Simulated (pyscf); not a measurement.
Thermochemistry of product channels of `[CH3][CH2][O-]` on the singlet surface, in kcal/mol, from CCSD(T)/def2-TZVPPD + ΔMP2(QZVPPD) energies (ideal gas, 1 atm, RRHO with modes under 100 cm⁻¹ raised to 100, one conformer, R ln 2 for rigid chiral ones). PySCF, gas phase, ωB97X-D3(BJ)/def2-SVPD geometries. MP2 and CC: frozen core, UHF for open shells. ΔMP2 is the change of the MP2 total energy from the triple- to the quadruple-zeta basis.

| products | ΔE | ΔH(298 K) | ΔG(298 K) | ΔG(600 K) |
|---|---|---|---|---|
| `[CH2-][CH2][OH]` | +21.7 | +21.6 | +21.2 | +20.5 |
| `[CH3-]` + `[CH2]=[O]` | +56.3 | +52.3 | +41.6 | +30.6 |

These are energies of the channels, which say nothing of barriers. The CCSD(T) − MP2 part came from Ansatz, without density fitting, on the same reference.
